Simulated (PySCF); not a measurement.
A made-up structure of CH₃AlO, closed shell:

```xyz
6
angstrom
C -0.4107 0.4960 -0.3138
Al 0.7012 -0.8413 0.5340
O 1.6186 -1.9442 1.2337
H 0.0657 1.4774 -0.2631
H -1.3815 0.5576 0.1826
H 1.1156 -1.9886 -0.3728
```

It is relaxed with PBE-D4/def2-SVP and then PBE0-D4/def2-TZVP (PySCF 2.14 with density fitting (its default auxiliary sets; JK sets also for MP2 and CCSD(T))). Atoms count as bonded within 1.22 times the sum of their covalent radii (H–H: 0.88 Å). The end point is not checked to be a true minimum.

**Question.** Does its bonding change? (Judge from chemistry; the calculation decides.)

**Answer.** The calculation gives: Yes. Formed: O3–H6; broken: Al2–H6.

Where it ends: The first stage lowers the energy by 3.91 eV in 25 steps. It ends as CH₃AlO ([CH2][Al][OH]):
```xyz
6
angstrom
C -0.3342 0.7693 0.4420
Al 0.5062 -0.7849 0.0435
O 1.4534 -2.1409 0.3536
H 0.0570 1.6592 -0.0523
H -1.4243 0.7358 0.4261
H 1.6857 -2.8343 -0.2603
```

Labels in which every atom is bracketed show which atoms are joined, not bond orders.

For scale, one of the runs: PBE0-D4/def2-TZVP relaxation, 117 basis functions, launched by `OMP_NUM_THREADS=2 python run.py`. The run took 50 s on 2 CPU threads of an Intel Xeon (shared host), with 1.1 GiB of host memory at its peak.
